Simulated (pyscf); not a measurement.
## Hydrogen abstraction: `[OH][Ga]([F])[F]` + `[H]` [doublet] -> `[O][Ga]([F])[F]` [doublet] + `[H][H]`

Gas phase, doublet surface, charge 0. Bonds broken: O1–H5. Bonds formed: H5–H6. PySCF, gas phase, ωB97X-D3(BJ)/def2-SVP geometries.

Transition state (Å):

```xyz
6

O      1.1192    -0.4823     0.1581
Ga    -0.2045    -0.0184    -0.9522
F     -1.1113     1.4515    -0.7699
F     -0.6217    -1.0633    -2.2735
H      1.1606     0.5765     1.0856
H      0.8891     1.2992     1.3832
```

One imaginary mode, 815i cm⁻¹; descent along it reached the two sides named.

| bond | change | reactant side (Å) | saddle | product side |
|---|---|---|---|---|
| O1–H5 | breaks | 0.964 | 1.408 | 2.398 |
| H5–H6 | forms | 2.9 | 0.827 | 0.762 |

Electronic energies relative to the separated reactants (eV):

```tsv
level	barrier	reaction energy	reverse barrier
ωB97X-D3(BJ)/def2-TZVP	0.77	+0.68	0.09
PBE/def2-TZVP	0.58	+0.79	-0.21
r²SCAN/def2-TZVP	0.54	+0.61	-0.07
B3LYP-D3(BJ)/def2-TZVP	0.53	+0.54	-0.01
PBE0-D3(BJ)/def2-TZVP	0.73	+0.75	-0.02
M06-2X/def2-TZVP	0.92	+0.76	0.16
ωB97M-D3(BJ)/def2-TZVP	0.80	+0.70	0.10
HF/def2-TZVP	1.00	+0.26	0.74
```

With ωB97M-D3(BJ)/def2-TZVP energies and thermal terms (ideal gas, 1 atm, RRHO with modes under 100 cm⁻¹ raised to 100, one conformer, R ln 2 for rigid chiral ones), in eV:

| T (K) | ΔH‡ | ΔG‡ | ΔH | ΔG |
|---|---|---|---|---|
| 298 | 0.72 | 1.00 | +0.67 | +0.64 |
| 600 | 0.71 | 1.29 | +0.66 | +0.61 |
| 900 | 0.69 | 1.59 | +0.64 | +0.58 |
| 1200 | 0.69 | 1.89 | +0.62 | +0.57 |

At PBE, r²SCAN, B3LYP-D3(BJ), PBE0-D3(BJ) this geometry lies under the product side: in single points on another level's saddle the reverse barrier vanishes, and the forward threshold there is about the reaction energy. This is the saddle that the search found; another between the same sides may lie lower. The angle at the transferred H is 152°. Elements up to Kr have no core potential and no relativistic terms here.
